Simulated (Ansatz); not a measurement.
Mulliken charges of C₃H₂OS (`C#CC(=O)S`) from r2SCAN/def2-TZVPP in Ansatz (PBE0-D4/def2-TZVP geometry).

| atom | x (Å) | y (Å) | z (Å) | charge (e) |
| --- | --- | --- | --- | --- |
| C1 | -0.183 | -0.532 | 1.926 | 0.154 |
| C2 | 0.092 | -0.276 | 0.786 | -0.191 |
| C3 | 0.406 | 0.038 | -0.587 | 0.041 |
| O4 | 1.479 | -0.154 | -1.090 | -0.286 |
| S5 | -0.990 | 0.740 | -1.429 | -0.075 |
| H6 | -0.416 | -0.764 | 2.940 | 0.240 |
| H7 | -0.328 | 0.879 | -2.591 | 0.118 |

By hand: the dipole of these point charges (1 e Å = 4.8032 D).

Σ q r = (-0.516, -0.119, 0.941) e Å, of length 1.080 e Å = 5.19 D.

How does the dipole of the full density compare? (Estimate.)

Computed: (-0.350, 0.044, 0.228) e Å, 2.02 D; the point charges give 2.57 times that, at 31° from its direction.

Point charges leave out the atoms' own dipoles, such as those of lone pairs, and Mulliken's split depends on the basis, so the two needn't agree.
